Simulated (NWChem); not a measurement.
System: diphosphorus (P2); SMILES P#P

```xyz
2

P      0.0000     0.0000     0.9521
P      0.0000     0.0000    -0.9521
```
Atoms are numbered in this order, from 1.

All runs use the structure optimised with B3LYP/6-31G* (spherical d).

Task: List the 4 lowest vertical singlet excitations from PBE0/aug-cc-pVDZ, full TDDFT (NWChem).

Result: 
| state | energy (eV) | oscillator strength | leading excitation (squared amplitude) |
|---|---|---|---|
| S1 | 3.54 | 0.000 | HOMO−1 → LUMO (0.25) |
| S2 | 3.92 | 0.000 | HOMO−1 → LUMO+1 (0.26) |
| S3 | 3.92 | 0.000 | HOMO−1 → LUMO (0.26) |
| S4 | 4.31 | 0.000 | HOMO−2 → LUMO (1.00) |
